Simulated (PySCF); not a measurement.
Species: cyclohexene, C6H10.
SMILES with atom numbers: `[CH:1]1=[CH:2][CH2:3][CH2:4][CH2:5][CH2:6]1` (hydrogens: H7 on C1; H8 on C2; H9, H10 on C3; H11, H12 on C4; H13, H14 on C5; H15, H16 on C6)

All values: wB97X-D/pcSseg-2 (PySCF, non-relativistic), on one gas-phase PBE0-D3(BJ)/def2-TZVP geometry that isn't relaxed in the solvent. The solvent is an IEF-PCM continuum (cavity from Bondi-type radii × 1.2). Only the electrostatic response of the medium enters.

Gas phase at wB97X-D/pcSseg-2: HOMO -8.69 eV, LUMO 2.20 eV, dipole 0.37 D.

**Question.** What does the continuum do to the energy, the frontier levels and the dipole at wB97X-D/pcSseg-2 in chloroform?

**Answer.** 
```json
{"solvent": "chloroform", "ε": "4.711", "E(solvent) − E(gas) (kJ/mol)": "-4.11", "polarisation term (kJ/mol)": "-4.35", "distortion of the solute (kJ/mol)": "0.24", "HOMO (eV)": "-8.69", "LUMO (eV)": "2.27", "dipole (D)": "0.47"}
```

The polarisation term is half the interaction of the solute with the surface charges that it induces; the rest is the cost of distorting the solute's density. The sum is the electrostatic part of solvation alone.

Hardware: Intel Xeon 6975P-C, one thread, shared host with 192 logical CPUs at a one-minute load of 17. Cost: 54 s, 1.8 GiB resident at most. This is the whole shielding run at wB97X-D/pcSseg-2 in chloroform, SCF included.

Note: wB97X-D ran without an empirical dispersion term, which enters the total energy and its gradient alone.
